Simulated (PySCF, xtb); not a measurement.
# Relaxing a trial structure of CH5BN−

The starting geometry of this gas-phase singlet was built from a drawn formula by distance geometry and a force field; its bonds are those of `BN[CH2-]`.

```csv
atom,x (Å),y (Å),z (Å)
C,-1.6508,0.2964,0.3283
B,0.0865,1.7262,1.3128
N,-1.1787,0.9005,1.6106
H,1.0667,1.4767,1.9478
H,0.0199,2.6265,0.5854
H,-1.9500,1.5456,1.9173
H,-0.9404,-0.4607,-0.0171
H,-1.8858,1.0248,-0.4381
```

**Question.** Predict what becomes of its bonds when it is optimised with r2SCAN-D4/def2-SVPD.

**Answer.** It rearranges to `[BH2-]1CN1`. Contacts that close: C1–B2 (2.46 → 1.59 Å).

The energy falls by 2.22 eV over 18 steps:

| step | E − E(last) (eV) |
| --- | --- |
| 1 | 2.220 |
| 3 | 1.431 |
| 5 | 0.817 |
| 7 | 0.279 |
| 9 | 0.172 |
| 10 | 0.183 |
| 12 | 0.014 |
| 14 | 0.002 |
| 16 | 0.000 |
| 18 | 0.000 |

Final geometry (Å):

```yaml
atoms:
  - { symbol: C, position_ang: [-1.1003, 0.5807, 0.3957] }
  - { symbol: B, position_ang: [-0.0888, 1.5564, 1.1386] }
  - { symbol: N, position_ang: [-1.3453, 0.9436, 1.8160] }
  - { symbol: H, position_ang: [1.0106, 1.1485, 1.5335] }
  - { symbol: H, position_ang: [-0.1181, 2.7573, 0.8274] }
  - { symbol: H, position_ang: [-2.1016, 1.6257, 1.8574] }
  - { symbol: H, position_ang: [-0.9150, -0.4962, 0.2441] }
  - { symbol: H, position_ang: [-1.8149, 0.9732, -0.3484] }
```

From the same start GFN2-xTB reaches the same bonding as this run.

The end wasn't checked by frequencies. Run with PySCF 2.14.0, 4.9 min on 2 threads of Intel(R) Xeon(R) Processor @ 2.50GHz (Skylake/Cascade Lake), on a shared host.
